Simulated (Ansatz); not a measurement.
Worked example: C3H6F → C3H5F + H

Species: C3H6F `C[CH]CF`, doublet; C3H5F (allyl fluoride) `C=CCF`, singlet; H atom, doublet. 

Shapes, held fixed at every level: PBE0-D4/def2-TZVP. Flexible molecules stand in one conformer, not always the lowest. Programs: Ansatz 0.2.0. Electronic energies: no zero-point or thermal term.

At CCSD(T)/CBS estimate; 1 Eh = 2625.50 kJ/mol:

| species | energy (Eh) |
| --- | --- |
| C3H6F | -217.489983 |
| C3H5F | -216.924395 |
| H | -0.500000 |

Q: Work out ΔE of the reaction at this level.

A: 
1. Products less reactants: (-216.924395) + (-0.500000) − [(-217.489983)] = 0.065588 Eh = +172.2 kJ/mol.

Other levels give +156.3 (MP2/def2-TZVPP) to +187.9 kJ/mol (PBE0-D4/def2-TZVPP). No measured value is set beside it here. Open shells run unrestricted unless RO is named. The CBS estimate extrapolates MP2 from def2-TZVPP and def2-QZVPP and adds CCSD(T) − MP2 in the triple-zeta set, cores frozen.
